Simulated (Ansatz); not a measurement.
CH5Si, SMILES [CH2][SiH3], a ladder of methods at one geometry

With the Python package of Ansatz (0.2.0).

Typed at the interpreter:
```pycon
>>> from pathlib import Path
>>> import ansatz as az
>>> import numpy as np
>>> geometry_ang = [
...     ("C", [-0.15, -1.1281, 0.046]),
...     ("Si", [0.1125, 0.6903, -0.0291]),
...     ("H", [-1.2065, -1.4388, 0.3185]),
...     ("H", [0.6662, -1.762, -0.2283]),
...     ("H", [-0.2104, 1.2077, -1.3936]),
...     ("H", [-0.723, 1.4019, 0.977]),
...     ("H", [1.5725, 0.9611, 0.2638]),
... ]
>>> mol = az.Crystal.molecule()
>>> for symbol, xyz in geometry_ang:
...     mol = mol.atom(symbol, xyz)
...
>>> setup = mol.calculation()
>>> setup = setup.basis(gaussian="def2-SVP")
>>> setup = setup.spin("collinear", total=1)
>>> print("functional    E (Ha)        dipole (D)   HOMO (eV)  LUMO (eV)")
functional    E (Ha)        dipole (D)   HOMO (eV)  LUMO (eV)
>>> for name in ["cam_b3lyp", "hse06", "r2scan0", "revpbe"]:
...     r = setup.functional(name).forces().orbitals().run(runs_dir="runs").report
...     lines = Path(r["orbitals_path"]).read_text().splitlines()
...     field_of = lambda key: [line.split("=")[1].strip() for line in lines if line.startswith(key)]
...     orbitals = [(27.211386 * float(e), s, float(n)) for e, s, n in zip(field_of("Ene="), field_of("Spin="), field_of("Occup="))]
...     homo = max(e for e, _, n in orbitals if n > 0.5)
...     lumo = min(e for e, _, n in orbitals if n < 0.5)
...     dipole = 4.803205 * np.linalg.norm(r["charge_distribution"]["dipole_moment_e_ang"])
...     print(f"{name:10s} {r['free_energy_ev'] / 27.211386246:14.6f} {dipole:9.3f} {homo:11.3f} {lumo:10.3f}")
...
cam_b3lyp     -330.382183     0.616      -8.269     -1.019
hse06         -330.219948     0.625      -6.580     -2.538
r2scan0       -330.349012     0.633      -7.371     -1.737
revpbe        -330.332648     0.608      -5.547     -3.239
```

What to keep in mind:
- Total energies depend on the basis set; only differences at equal settings carry meaning.
- The geometry is a force-field or estimated start, not a minimum of this method, and the basis set is short of its limit. A lower total doesn't mark the better method: functionals have no common bound, and MP2 and coupled cluster aren't variational.
- The run takes the species as open-shell (spin multiplicity 2), which needn't be its ground state.
- Levels such as HOMO and LUMO are orbital energies: with these approximate functionals they aren't the ionisation energy and electron affinity, and their gap isn't the fundamental gap.
- hse06 follows the composition of plane-wave codes, whose totals differ by tens of mHa, up to about 0.1 Ha, from the form usual in Gaussian-basis programs (wpbeh).
- The whole script took 9.2 s on 1 thread of Arm Neoverse V2 (shared host), peak memory 0.23 GiB.
